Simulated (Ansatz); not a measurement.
Scan of [CH3···H···Cl], doublet

Starting geometry:

```json
{"atom": "C", "x (Å)": "-1.9353", "y (Å)": "0.0000", "z (Å)": "0.0000"}
{"atom": "H", "x (Å)": "-2.2985", "y (Å)": "1.0273", "z (Å)": "0.0000"}
{"atom": "H", "x (Å)": "-2.2985", "y (Å)": "-0.5137", "z (Å)": "0.8897"}
{"atom": "H", "x (Å)": "-2.2985", "y (Å)": "-0.5137", "z (Å)": "-0.8897"}
{"atom": "H", "x (Å)": "-0.8457", "y (Å)": "0.0000", "z (Å)": "0.0000"}
{"atom": "Cl", "x (Å)": "0.8757", "y (Å)": "0.0000", "z (Å)": "0.0000"}
```

From there H5 is moved from one fragment to the other while all else, the fragments' distance too, stays fixed; atoms are numbered as listed. Energies are in eV, counted from the starting geometry at the same level. Kohn–Sham curves are unrestricted where that lies lower.

Basis cc-pVDZ; Ansatz 0.2.0. Only valence electrons are correlated (noble-gas cores frozen). R marks a restricted (for open shells ROHF) determinant, U an unrestricted one.

In so small a basis the reference is far from its limit while semilocal and hybrid functionals are nearer theirs (RPA and double hybrids share much of the reference's basis error), so the functionals' errors here hold much of the reference's basis and frozen-core error, which can add to them or hide them.

Full CI isn't at hand for all of this; UCCSDT(Q) serves as the reference, and is uncertain by about the last step of the cluster series.

| distance C1-H5 (Å) | UCCSDT(Q) | PBE | revPBE | r2SCAN | PBE0 | B3LYP | wB97M-V | B2PLYP | RPA-PBE |
| --- | --- | --- | --- | --- | --- | --- | --- | --- | --- |
| 1.090 | 0.000 | 0.000 | 0.000 | 0.000 | 0.000 | 0.000 | 0.000 | 0.000 | 0.000 |
| 1.143 | 0.001 | -0.054 | -0.051 | -0.041 | -0.031 | -0.025 | -0.011 | -0.011 | -0.008 |
| 1.249 | 0.123 | -0.011 | -0.005 | 0.011 | 0.040 | 0.062 | 0.092 | 0.094 | 0.113 |
| 1.355 | 0.256 | 0.116 | 0.121 | 0.115 | 0.163 | 0.205 | 0.226 | 0.232 | 0.278 |
| 1.461 | 0.356 | 0.288 | 0.289 | 0.236 | 0.298 | 0.359 | 0.350 | 0.359 | 0.430 |
